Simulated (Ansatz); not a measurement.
How far each method lies from full CI for HGaAl, quartet

Geometry: a point of a stretch scan, not a stationary point.

```json
{"atom": "Al", "x (Å)": "0.0000", "y (Å)": "0.0000", "z (Å)": "3.8302"}
{"atom": "Ga", "x (Å)": "0.0000", "y (Å)": "0.0000", "z (Å)": "-1.1358"}
{"atom": "H", "x (Å)": "0.0000", "y (Å)": "0.0000", "z (Å)": "-2.6945"}
```

Basis 6-31G (Cartesian d functions); Ansatz 0.2.0. Only valence electrons are correlated (noble-gas cores and the filled d shells of p-block atoms frozen), which leaves 7 electrons in 25 orbitals. R marks a restricted (for open shells ROHF) determinant, U an unrestricted one. Active spaces: pair = (5e, 5o) about the gap; valence = (7e, 9o) chosen from the atoms' valence shells. No spin–orbit coupling is included, and no scalar relativity.

Full CI is exact within this basis and frozen core; it isn't the basis-set limit. The frozen core follows each run's orbitals, which can shift R against U totals by a few meV for light atoms and by up to 0.1 eV past Ca.

The UHF ⟨S²⟩ is 3.757 and the T1 diagnostic (RCCSD) is 0.0232. The largest doubles amplitude (RCCSD) is 0.108.

```json
{"level": "RCCSDT*", "E − E(full CI) (mEh)": "0.17", "share of correlation (%)": "99.73", "wall time": "–"}
{"level": "RCCSDT(Q)*", "E − E(full CI) (mEh)": "0.03", "share of correlation (%)": "99.95", "wall time": "20 s"}
```

An asterisk marks runs whose energy the program itself flagged as in doubt.

The correlation energy at full CI, counted from the determinant under the R cluster runs, is -1.664 eV. That run took 2.6 min on 1 thread of Arm Neoverse V2, shared host over 3,993,174 determinants.

Run but not shown, since their state or frozen core can't be matched to the reference's or they repeat it: RHF, UHF, RMP2, UMP2, RCCSD, UCCSD, RCCSD(T), UCCSD(T), BCCD(T), UCCSDT, UCCSDT(Q), CASSCF (pair space), NEVPT2 (pair space), MRCISD (pair space), MRCISD+Q (pair space), CASSCF (valence space), NEVPT2 (valence space), MRCISD (valence space), MRCISD+Q (valence space).

Times hold each run's SCF and search for its determinant on a shared host, so for small cases they say little of a method's own cost; they ran on 1 thread of Arm Neoverse V2.

The full-CI state has the irrep A2 of C2v, in the program's axes (one component, if the state is degenerate).

Natural occupations of full CI about the gap: 1.953 1.906 0.995 0.645 0.639 0.385 0.375 0.042 0.027 0.006; effectively unpaired electrons, Σ n²(2−n)², 3.33. No single determinant describes this state well, so single-reference rows can miss without a flag.
